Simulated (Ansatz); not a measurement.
## How far each method lies from RCCSDT(Q) for C$_{4}$H$_{5}$N, singlet

Geometry: MP2(full)/6-31G*, from the G2/97 set.

```csv
atom,x (Å),y (Å),z (Å)
H,0.0000,0.0000,2.1290
N,0.0000,0.0000,1.1184
C,0.0000,1.1245,0.3332
C,0.0000,-1.1245,0.3332
C,0.0000,0.7084,-0.9841
C,0.0000,-0.7084,-0.9841
H,0.0000,2.1129,0.7702
H,0.0000,-2.1129,0.7702
H,0.0000,1.3573,-1.8494
H,0.0000,-1.3573,-1.8494
```

Basis cc-pVDZ; Ansatz 0.2.0. Correlated methods freeze the noble-gas cores, which leaves 26 electrons in 90 orbitals. Prefix R: restricted or restricted open-shell reference. Active spaces: frontier = (8e, 8o) about the gap.

Full CI isn't at hand for all of this; RCCSDT(Q) serves as the reference, and is uncertain by about the last step of the cluster series.

The UHF ⟨S²⟩ is 0.000. The T1 diagnostic (RCCSD) is 0.0109. The largest doubles amplitude (RCCSD) is 0.083.

```tsv
level	E − E(RHF) (eV)
RMP2	-18.9734
RCCSD	-19.7841
RCCSD(T)	-20.5857
```

Problem. Estimate how far RCCSDT(Q) in cc-pVDZ lies from RCCSD(T). The table doesn't fix it; the size of (T) and the diagnostics are the guide.

Solution. RCCSDT(Q) in cc-pVDZ lies 74 meV below RCCSD(T), which is 9 % of the (T) step (-802 meV). The diagnostics are small and the rest is a small part of (T), but (T) is large here. The miss exceeds 1 kcal/mol.

The other levels:

```
  level  E − E(RCCSDT(Q)) (meV)  share of correlation (%)     wall time
   CISD                    4106                     80.12          36 s
BCCD(T)                      71                     99.66  7.5 s (H100)
 RCCSDT                      68                     99.67             –
```

The correlation energy at RCCSDT(Q), counted from RHF, is -20.660 eV. That run took 69 s on 2 threads of AMD EPYC 7R13 with a shared H100 80 GB, shared host.

Run but not shown, since their state or frozen core can't be matched to the reference's or they repeat it: CASSCF (frontier space), NEVPT2 (frontier space), MRCISD (frontier space), MRCISD+Q (frontier space).

Times hold each run's SCF and search for its determinant on a shared host, so for small cases they say little of a method's own cost; rows without a card ran on 1 thread of AMD EPYC 7R13.

Atomization energy (electronic, same basis, no zero-point term; atoms at the same level, unrestricted beside the R rows where the molecule is a closed shell, with restricted open-shell steps beyond CCSDT(Q)) at RCCSDT(Q): 4120.0 kJ/mol. Errors of other levels:

```json
{"level": "RHF", "error (kJ/mol)": "-984.6"}
{"level": "RMP2", "error (kJ/mol)": "116.7"}
{"level": "CISD", "error (kJ/mol)": "-373.8"}
{"level": "RCCSD", "error (kJ/mol)": "-69.2"}
{"level": "RCCSD(T)", "error (kJ/mol)": "-3.2"}
{"level": "BCCD(T)", "error (kJ/mol)": "-2.4"}
{"level": "RCCSDT", "error (kJ/mol)": "-6.2"}
```

This basis is far from its limit, so the value isn't to be set against a measured one. Truncated CI isn't size-consistent, which counts against it in atomization.
